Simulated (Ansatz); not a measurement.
Corundum (α-Al2O3), treated with HSE06 in Ansatz (PAW).

Numerical settings: plane-wave cutoff 460 eV, 6×6×6 k mesh, Fermi–Dirac smearing 0.01 eV, scalar-relativistic PAW data made under PBE.

Computed at the level's own relaxed cell.

Problem. Estimate the lattice constant a, c axis length and band gap that the calculation returns.

Solution. 
- lattice constant a = 4.753 Å
- c axis length = 12.979 Å
- band gap = 8.16 eV (on the SCF k mesh) (direct)

Measured, for comparison: lattice constant a 4.759 Å, lattice parameter c 12.991 Å (temperature not stated, no zero-point or thermal correction; as tabulated in Lallet et al. (2009), arXiv:0801.3594). Computed (rounded) less measured: lattice constant a -0.1 %, lattice parameter c -0.1 %.

The computed numbers hold no vibrational or temperature effects.

Ansatz is a quantum-chemistry and plane-wave program.
